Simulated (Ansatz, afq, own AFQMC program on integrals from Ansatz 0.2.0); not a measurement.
## AFQMC, coupled cluster and functionals along a coordinate of SbH⁺, quartet

```xyz
2

Sb    0.0000    0.0000    0.0000
H     0.0000    0.0000    1.8710
```

The Sb1–H2 distance is changed with both sides rigid. Energies in kcal/mol count from this geometry (1.871 Å) at the same level; the start stands on UHF, each point on the determinant named.

Basis def2-TZVP with its core potentials. Only valence electrons are correlated. Integrals, coupled cluster, full CI and functionals: Ansatz 0.2.0; the random walks run on the same integrals in our own AFQMC program. ph-AFQMC/CISD is guided by a CISD state made of CCSD amplitudes; releasing the constraint for a short imaginary time cuts its bias at the price of noise, slowly where states lie close. ± is one standard error of the sampling. No spin–orbit coupling.

Cautions, each for one point or more: inner d shell frozen; lower spins were not checked; no spin-orbit coupling; the ph-AFQMC/CISD walk drifts between its halves.

```
r(Sb1–H2) / Å  det.     T1  weight  ⟨S²⟩  CCSD(T)  ph-AFQMC/CISD  released AFQMC  CCSDT(Q)  B2PLYP  PBE0
        1.718   UHF  0.021    0.94  3.77      0.3      0.4 ± 0.1       0.3 ± 0.1       0.4     1.4   1.5
        2.108   UHF  0.022    0.94  3.77      3.4      3.6 ± 0.1               –       3.4     1.8   1.6
        2.614   UHF  0.014    0.95  3.76     11.3     11.4 ± 0.1     11.2 ± 0.09      11.4     8.2   7.9
        5.100   UHF  0.007    0.95  3.76     19.0     19.1 ± 0.1      18.9 ± 0.1      19.1    17.7  19.4
```

Weight is that of the determinant in the CISD state; at the start T1 is 0.022 and the weight 0.94, and ⟨S²⟩ is 3.77. A dash marks a missing value, a released energy that hasn't settled or a functional that sits on another state. Largest departures from CCSDT(Q), at the points where its series has closed: CCSD(T) -0.1 kcal/mol at 5.100 (on UHF), ph-AFQMC/CISD 0.2 kcal/mol at 2.108 (on UHF) (within the noise), released AFQMC -0.2 kcal/mol at 2.614 (on UHF), B2PLYP -3.2 kcal/mol at 2.614, PBE0 -3.5 kcal/mol at 2.614. Functionals count only at points shown to share the start's state and spin.

Some points may be missing: those where a free walk finds a much lower state, and past Zn most of those on another determinant than at the start.

A walk keeps the symmetry of its determinant, which the program's search chose and which needn't be the lowest solution, so a lower state of the same spin and another symmetry isn't excluded. Released energies are given only where the last usable release times agree within the noise; a slower fall can still hide under it.
